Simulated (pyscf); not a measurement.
Thermochemistry of product channels of H₃Si–NH–SiH₃ + F atom (F•) on the doublet surface, in kJ/mol, from ωB97M-D3(BJ)/def2-TZVP energies (ideal gas, 1 atm, RRHO with modes under 100 cm⁻¹ raised to 100, one conformer, R ln 2 for chiral ones without a mode under 150 cm⁻¹). Optimised with ωB97X-D3(BJ)/def2-SVP in PySCF.

```tsv
products	ΔE	ΔH(298 K)	ΔG(600 K)	ΔG(1200 K)
F–SiH₂–NH–SiH₂• + hydrogen (H₂)	-308.4	-315.9	-315.0	-316.5
F–SiH•–NH–SiH₃ + hydrogen (H₂)	[?]	-295.5	-297.2	[?]
H₃Si–N•–SiH₃ + hydrogen fluoride (HF)	-90.1	-97.4	-112.6	-127.2
cyclic H₅NSi₂ (SMILES N1[SiH2][SiH2]1) + hydrogen fluoride (HF) + H atom (H•)	+80.2	+64.6	+4.0	-59.4
F–SiH₂–N•–SiH₃ + hydrogen (H₂)	-225.7	-241.5	-244.6	-250.8
```

### Question
Complete the blanks.

### Answer

- F–SiH•–NH–SiH₃ + hydrogen (H₂), ΔE: -287.2
- F–SiH•–NH–SiH₃ + hydrogen (H₂), ΔG(1200 K): -301.5

The channel to cyclic H₅NSi₂ (SMILES N1[SiH2][SiH2]1) + HF + H• turns favourable between 298 and 1200 K (ΔG from +35.2 kJ/mol to -59.4 kJ/mol).

These are energies of the channels, which say nothing of barriers. H₃Si–N•–SiH₃ lies 81.6 kJ/mol over its isomer •H₂Si–NH–SiH₃ (electronic energy, ωB97M-D3(BJ)/def2-TZVP). cyclic H₅NSi₂ (SMILES N1[SiH2][SiH2]1) lies 26.4 kJ/mol over its isomer :HSi–NH–SiH₃ [singlet] (electronic energy, ωB97M-D3(BJ)/def2-TZVP). Left out: orbital degeneracy and the spin-orbit lowering of F.
